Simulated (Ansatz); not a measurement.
# HCl₂ (doublet): the correlation ladder at distance Cl1–H2 along a hydrogen transfer = 1.279 Å, cc-pVTZ

How much of the correlation energy of HCl₂ (doublet) does each wave-function method recover here?

Program: Ansatz 0.2.0, Gaussian basis. Level of theory: cc-pVTZ, core rule «outside noble gas», up to 10 orbitals frozen. These are calculated values, not measurements.

Plan: UHF; CCSD(T) on ROHF; CCSD(T) on UHF; BCCD(T) on ROHF; CCSDT(Q) on ROHF; CCSDT(Q) on UHF; CASSCF and MRCISD+Q, 3 electrons in 3 orbitals; CASSCF and NEVPT2, 3 electrons in 3 orbitals; CASSCF and MRCISD+Q, 15 electrons in 9 orbitals; CASSCF and NEVPT2, 15 electrons in 9 orbitals.

### Step 1. The geometry

The geometry derives from fragments relaxed apart (PBE0/def2-TZVP) and kept rigid, so it is no stationary point. A hydrogen atom is moved between rigid fragments.

3 atoms, charge 0, spin multiplicity 2.

Atoms are counted from 1 here; the program's logs count them from 0.

Bond lengths: Cl1–H2 1.279 Å.

Coordinates:

```xyz
3

Cl    0.0000    0.0000   -1.5376
H     0.0000    0.0000   -0.2588
Cl    0.0000    0.0000    1.7964
```

### Step 2. UHF

File in.yaml:

```yaml
crystal:
  periodic: [false, false, false]
  atoms:
    - {symbol: Cl, position_ang: [0.000000, 0.000000, -1.537600]}
    - {symbol: H, position_ang: [0.000000, 0.000000, -0.258800]}
    - {symbol: Cl, position_ang: [0.000000, 0.000000, 1.796400]}
basis:
  gaussian: {orbitals: cc-pVTZ}
magnetization: {spin_polarized: true, initial_magnetization: 1}
hamiltonian: {xc: hf}
output: {orbitals: {seedname: orbitals}}
```

Command:

```console
> ansatz run in.yaml --threads 1 --pin off --events-out ev --progress --plain --max-ram 2816MiB --backend cpu
```

The runs that follow: CCSD(T) on ROHF; CCSD(T) on UHF; BCCD(T) on ROHF; CCSDT(Q) on ROHF; CCSDT(Q) on UHF; CASSCF and MRCISD+Q, 3 electrons in 3 orbitals; CASSCF and NEVPT2, 3 electrons in 3 orbitals; CASSCF and MRCISD+Q, 15 electrons in 9 orbitals; CASSCF and NEVPT2, 15 electrons in 9 orbitals.

Q: Predict the results of all the runs planned. Wanted: UCCSDT(Q) below the RHF energy; RMP2 from UCCSDT(Q); UMP2 from UCCSDT(Q); RCCSD from UCCSDT(Q); RCCSD(T) from UCCSDT(Q); UCCSD(T) from UCCSDT(Q); RCCSDT(Q) from UCCSDT(Q); MRCISD+Q pair from UCCSDT(Q); NEVPT2 valence from UCCSDT(Q).

**Answer**, as computed:

| quantity | value |
| --- | --- |
| UCCSDT(Q) below the RHF energy | -11.6814 eV |
| RMP2 from UCCSDT(Q) | +146.8 kJ/mol |
| UMP2 from UCCSDT(Q) | +149.4 kJ/mol |
| RCCSD from UCCSDT(Q) | +41.6 kJ/mol |
| RCCSD(T) from UCCSDT(Q) | +4.3 kJ/mol |
| UCCSD(T) from UCCSDT(Q) | +4.3 kJ/mol |
| RCCSDT(Q) from UCCSDT(Q) | +0.1 kJ/mol |
| MRCISD+Q pair from UCCSDT(Q) | +23.8 kJ/mol |
| NEVPT2 valence from UCCSDT(Q) | +252.6 kJ/mol |
| MRCISD+Q valence from UCCSDT(Q) | +24.1 kJ/mol |
| levels within 1 kcal/mol (43 meV) | RCCSDT, UCCSDT, RCCSDT(Q) |
| T1 diagnostic | 0.011 |
| effectively unpaired electrons | 1.00 |

**Reading.** RCCSD(T) misses by +4.3 kJ/mol, 0.4 % of the correlation energy. One determinant dominates. Of the multireference levels listed MRCISD+Q pair comes nearest in total energy (+23.8 kJ/mol), which doesn't show that its space is the better one. These misses are within one basis, not against nature; the frozen cores of restricted and unrestricted runs differ, which can shift their rows.
